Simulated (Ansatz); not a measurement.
## Structure relaxation of Y₂W

The calculation used DFT PBE, scalar-relativistic, plane waves, PAW in Ansatz. Cutoff 420 eV, Γ-centred k mesh, Gaussian smearing, no spin polarisation in the final step.

The start puts Y₂W on the anti-CaCl2 structure type (Pnnm, No. 58), with W in place of Ca, Y in place of Cl, at a guessed volume.

```xyz
6
Lattice="5.9522 0.0000 0.0000 0.0000 6.1334 0.0000 0.0000 0.0000 4.0063" Properties=species:S:1:pos:R:3 pbc="T T T"
Y     1.3392    5.0601    2.0031
Y     4.3153    4.1401    0.0000
Y     4.6130    1.0734    2.0031
Y     1.6369    1.9934    0.0000
W     2.9761    3.0667    2.0031
W     0.0000    0.0000    0.0000
```

Cell and atoms relax at zero pressure; the relaxation can't lower the symmetry of the start. After a coarse first stage the cell is made exact in the group found at 0.06 Å.

Formation energies are uncorrected and refer to the elements' standard structures at the same level.

Problem. What does it relax into?

Solution. It keeps Pnnm (No. 58), but not the shape of the type it started on. Conventional cell: a = 7.230 Å, b = 7.334 Å, c = 3.165 Å. Around Y lie 3 W at 2.83–2.94 Å and 2 Y at 3.16 Å; W has 6 Y at 2.83–2.94 Å and 2 W at 3.16 Å.

```cif
data_structure
_symmetry_space_group_name_H-M 'Pnnm'
_symmetry_Int_Tables_number 58
_cell_length_a 7.2298
_cell_length_b 7.3338
_cell_length_c 3.1645
_cell_angle_alpha 90.000
_cell_angle_beta 90.000
_cell_angle_gamma 90.000
_cell_volume 167.79
loop_
_atom_site_label
_atom_site_type_symbol
_atom_site_symmetry_multiplicity
_atom_site_Wyckoff_symbol
_atom_site_fract_x
_atom_site_fract_y
_atom_site_fract_z
_atom_site_occupancy
Y1 Y 4 g 0.29593 0.82934 0.50000 1
W1 W 2 a 0.50000 0.50000 0.50000 1
```

Problem. What are its volume, energy, density and gap?

Solution. The volume per atom is 27.96 Å³, the density is 7.16 g/cm³ and the energy over the elements is 0.79 eV/atom. The gap on the 6×6×12 mesh is 0 eV (a metal).

The final run used a 6×6×12 mesh on its 6-atom cell and 0.10 eV smearing. The k mesh leaves about 4 meV/atom of noise in metals. Spin–orbit coupling is left out. Symmetry constrained the relaxation, so the result can be a saddle point.

Cost: 4 runs of about 8.9 core-minutes in all, on Intel Xeon Platinum 8259CL (Skylake/Cascade Lake) (shared hosts).